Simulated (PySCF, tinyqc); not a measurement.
Inside a calculation. Method: CID on RHF in the sto-3g basis, frozen core, for LiH, spin multiplicity 1. The lowest restricted solution is unstable here: a spin-polarised one lies 0.0915 hartree lower (PySCF). One step of it, computed by the program tinyqc.

Question. CID: roots. Diagonalise (each vector has its largest component positive (the first on a tie)); all determinants have Ms = 0, so triplets appear too. The lowest singlet root is the correlation energy.

Occupation strings over the orbitals (2 doubly, a alpha, b beta, 0 empty; spin orbitals ordered 1a 1b 2a 2b ...): 220000 202000 20a00b 200200 200020 20b00a 200002

H - E(HF) between determinants (hartree), lower triangle:
```
           220000     202000     20a00b     200200     200020    20b00a    200002
220000   0.000000
202000   0.073207   0.331869
20a00b   0.077858  -0.118489   0.308575
200200   0.022345   0.040082   0.005744   0.537397
200020   0.022345   0.040082   0.005744   0.016869   0.537397
20b00a  -0.077858   0.118489  -0.064080  -0.005744  -0.005744  0.308575
200002   0.114728   0.064080  -0.055485   0.016233   0.016233  0.055485  0.387175
```

Give: lowest roots of this matrix, relative to E(HF); lowest vectors; <S^2> of these roots; weight of the ground state by excitation level 0, 1, 2, ....

Answer.

lowest roots of this matrix, relative to E(HF) (hartree): -0.0932  0.2226  0.2445  0.3737  0.5205  0.5332  0.6096

lowest vectors:
```
         root 1   root 2  root 3   root 4
220000   0.8788   0.3231  0.0000   0.3334
202000  -0.2479   0.7552  0.0000  -0.1681
20a00b  -0.2374   0.3374  0.7071   0.3167
200200  -0.0050  -0.1115  0.0000  -0.0961
200020  -0.0050  -0.1115  0.0000  -0.0961
20b00a   0.2374  -0.3374  0.7071  -0.3167
200002  -0.2313  -0.2697  0.0000   0.8009
```

<S^2> of these roots: 0.0000  0.0000  2.0000  0.0000  0.0000  0.0000  0.0000

weight of the ground state by excitation level 0, 1, 2, ...: 0.7723  0.0000  0.2277

The reference has a weight of only 0.77: one determinant is a poor start here.
